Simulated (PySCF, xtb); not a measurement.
DMSO cation (C2H6OS), SMILES CS(C)=O (connectivity only; charge and spin as stated), charge +1, multiplicity 2.

Harmonic wavenumbers (cm⁻¹) from GFN2-xTB run with xtb 6.7.1 at its own minimum, in rising order: 88, 136, 224, 308, 319, 615, 663, 792, 858, 878, 920, 1171, 1258, 1274, 1346, 1360, 1387, 1395, 3012, 3017, 3045, 3046, 3070, 3073.

Question: What does B3LYP-D3(BJ)/def2-SVP in PySCF 2.14.0 give at its own minimum? (An estimate is asked for; the answer gives what the named calculation found.)

Answer: 143, 171, 246, 274, 321, 601, 681, 896, 933, 943, 992, 1072, 1296, 1326, 1397, 1406, 1411, 1422, 3040, 3043, 3174, 3176, 3180, 3181. Paired by order, the mean absolute difference is 57 cm⁻¹ and the zero-point energies are 47.5 and 49.1 kcal/mol.
